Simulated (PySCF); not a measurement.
**Ionising CN**

PBE0; PySCF, no relativity, basis sets C def2-SVP, N def2-SVP. Neutral (UKS): doublet (σ ↑), Re = 1.167 Å, ωe = 2216 cm⁻¹, De = 7.78 eV, HOMO -10.73 eV, LUMO -6.24 eV.

CN⁺ (UKS): triplet (σ ↑, π ↑), Re = 1.228 Å, ωe = 1891 cm⁻¹, De = 5.39 eV to C⁺ + N. The energies at the minima are -92.52573 hartree for CN and -92.01204 for CN⁺.

Task: Work out the adiabatic ionisation energy, without and with harmonic zero-point energies (1 hartree = 27.2114 eV, 1 eV = 8065.5 cm⁻¹), and the change of the bond length.

Result: At PBE0: 0.51369 hartree = 13.978 eV between the minima; the zero-point term (1891.0 − 2216.0)/2 cm⁻¹ = -0.020 eV makes it 13.958 eV. Re changes by +6.1 pm against the neutral. The electron leaves a π orbital, and the longer bond of the ion fits a bonding orbital, or a change in how ionic the bond is.

For an ion De counts to the pair picked by the measured ionisation energies or electron affinities, which need not be the lowest pair at this level. States were picked by a PBE0 search and need not be the measured ground states.
